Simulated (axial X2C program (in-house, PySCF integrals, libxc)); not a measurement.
BC⁻: properties at the nuclei

Calculated with an in-house all-electron X2C program for linear molecules (integrals from PySCF): two-component X2C with atomic mean-field Coulomb and Gaunt terms, Gaussian nuclei, basis C dyall-av3z, B dyall-av3z with contracted cores.

R = 1.428 Å (near the PBE0 minimum at charge -1 of the determinant lowest at the starting distance; the state shown can have its own minimum elsewhere).

Input and command:
```json
{"zs": [6, 5], "q": -1, "bas": ["dyall-av3z", "dyall-av3z"], "r0": 1.45, "levels": ["PBE0", "HF", "BP86", "TPSSh", "PBE"], "nst": 3}
```
```bash
python soeom.py task.json out
```

Keys: zs atomic numbers; q charge; bas basis sets; r0 starting distance in Å; levels methods; nst determinants followed.

Determinant lowest in the PBE0 search, Ω = 2 (⟨Sz⟩ = 1.00, ⟨Lz⟩ = 1.00 at PBE0), spin on the atoms C 0.47, B 0.53:

```
level  Eeff magnitude (GV/cm)  Ws magnitude C (kHz)  Ws magnitude B (kHz)  A∥/gI C (MHz)  qzz C (a.u.)  A∥/gI B (MHz)  qzz B (a.u.)
 PBE0                 0.00276               0.00029              0.000836           36.9         -0.42           35.8         -0.18
   HF                 0.00918              0.000414               0.00148           42.9         -0.91           91.1         -0.22
 BP86                  0.0019              0.000422              0.000786           41.8         -0.41             37         -0.18
TPSSh                  0.0024              0.000363              0.000838           40.9         -0.42           38.5         -0.18
  PBE                 0.00177              0.000405              0.000753           40.7         -0.40           36.5         -0.17
```

Eeff is the effective electric field on the electron electric dipole moment in this Ω state and Ws the scalar–pseudoscalar constant of the nucleus named (defined with the proton number Z and per Ω); A∥ (defined per Ω) follows by multiplying with gI = μI/(I μN); qzz is the electric field gradient, eQq0 = 234.96 MHz × Q/barn × qzz. The operators were transformed with the bare-nucleus X2C matrices; with these basis sets, hyperfine constants and field gradients can be off by tens of per cent, and where levels differ in sign neither size nor sign is settled.

**Question.** With gI(13C) = 1.4048, Q(11B) = 0.04059 barn (g factors from the IAEA table of nuclear moments by Stone; Q from Pyykkö, Mol. Phys. 2018), turn the PBE0 values of the first state into constants in MHz.

**Answer.** A∥(13C) = 36.9 × 1.4048 = 51.8 MHz; eQq0(11B) = 234.96 × (0.04059) × (-0.18) = -1.72 MHz.

Each state is one determinant with collinear spin, which with several unpaired electrons need not be a pure state. Unrestricted Hartree–Fock can overshoot spin polarisation at the nuclei. For an anion, determinants above electron detachment, or with a positive highest level, are held by the basis set. With several open shells hyperfine constants can be off by a factor of several. Where Eeff spreads by more than a factor of two the levels disagree and none is to be relied on. Open-shell Ω = 0 determinants with evenly filled partner blocks cannot be reached by this program, so the Ω shown need not be the lowest component. States lie within half an eV, so the first need not be the ground state. The sign of Ws at C differs between levels in the first state. Further determinants of the search, some of them spin-mixed, are not shown. Where a field gradient or hyperfine factor spreads by more than a factor of two over the levels, a constant derived from it is not to be relied on.
